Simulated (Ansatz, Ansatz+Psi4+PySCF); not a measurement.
```yaml
atoms:
  - { symbol: P, position_ang: [0.0000, 0.0000, -0.4737] }
  - { symbol: N, position_ang: [0.0000, 0.0000, 1.0150] }
```

Basis set: cc-pVTZ (spherical functions). Correlated methods keep 6 orbitals frozen. Charge 0, multiplicity 1.

Computed with Ansatz (development build ahead of 0.2.0); each method stands on the lowest determinant of its kind that the runs found. Restricted open shells among the atoms or ions are ROHF, correlated in semicanonical orbitals with singles.

The atomization energy at this shape (free ground-state atoms in the same class of orbitals less the molecule, no zero-point energy) of singlet PN:

```tsv
method	atomization energy
RHF-MP2	6.23 eV
```

Q: What does RHF give?

A: 1.69 eV. Caution: in another basis set an unrestricted determinant lies well below.
